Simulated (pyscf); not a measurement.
Single points on ωB97X-D3(BJ)/def2-SVP structures (PySCF, gas phase). Correlated levels are frozen-core, on RHF or UHF. ΔMP2 is the change of the MP2 total energy from the triple- to the quadruple-zeta basis.

Question: What is the homolytic dissociation enthalpy (298 K, CCSD(T)/def2-TZVPP + ΔMP2(QZVPP)) of the C–H bond of `[CH2]1[CH2][O][CH2]1`, to cyclic C₃H₅O (SMILES [CH]1CCO1) [doublet] + H•?

Answer: C–H to cyclic C₃H₅O (SMILES [CH]1CCO1) [doublet] + H•: 94.9 kcal/mol. cyclic C₃H₆O (SMILES C1COC1) lies 19.5 kcal/mol over its isomer H₂C=C(CH₃)–OH, and others may lie lower still (electronic energy, ωB97M-D3(BJ)). cyclic C₃H₅O (SMILES [CH]1CCO1) [doublet] lies 31.6 kcal/mol over its isomer H₃C–CH₂–C•=O, and others may lie lower still (electronic energy, ωB97M-D3(BJ)). The CCSD(T) − MP2 part came from Ansatz, without density fitting, on the same reference.
